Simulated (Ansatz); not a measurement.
# CH₃Si (doublet): geometry optimisation

Where does this start of CH₃Si (doublet) end when it is relaxed?

The runs use Ansatz 0.2.0, Gaussian basis; UKS PBE0/def2-SVP.

### 1 Starting geometry

5 atoms, charge 0, spin multiplicity 2.

Atoms are counted from 1 here; the program's logs count them from 0.

Bond lengths: C1–Si2 1.748 Å, C1–H3 1.077 Å, Si2–H4 1.458 Å, Si2–H5 1.458 Å. Angles: Si2–C1–H3 122.5°, C1–Si2–H4 124.5°, C1–Si2–H5 124.6°, H4–Si2–H5 110.9°.

The start is a generated structure. Sticks and bond lists go by distance. 

### 2 Relaxation

in.yaml

```yaml
crystal:
  periodic: [false, false, false]
  atoms:
    - {symbol: C, position_ang: [-0.738690, -0.547160, -0.265100]}
    - {symbol: Si, position_ang: [0.611270, 0.451760, 0.218260]}
    - {symbol: H, position_ang: [-0.962920, -0.758160, -1.296740]}
    - {symbol: H, position_ang: [0.952980, 0.765970, 1.600750]}
    - {symbol: H, position_ang: [1.545870, 1.084200, -0.705300]}
basis:
  gaussian: {orbitals: def2-SVP}
magnetization: {spin_polarized: true, initial_magnetization: 1}
hamiltonian: {xc: pbe0}
relax: {f_tol: 0.01, max_steps: 150}
```

Run with:

```console
> ansatz run in.yaml --threads 1 --pin off --events-out ev --progress --plain --max-ram 24576MiB --backend cuda --devices 0, --max-vram 18GiB
```

Q: Predict the outcome of this session. Wanted: energy gained; shift from the start; total energy; dipole moment; ⟨S²⟩.

**Answer**, as computed:

```
                  quantity          value
                     steps              8
             energy gained       0.308 eV
shift from the start (rms)        0.317 Å
              total energy  -8951.4681 eV
             dipole moment         0.60 D
                      ⟨S²⟩          0.795
```

**Reading.** The bonds of the start are those of the end. C1–Si2 went from 1.748 to 1.679 Å. No vibrations were run, so this is a stationary point, not a proven minimum, and this spin need not be the ground state's.
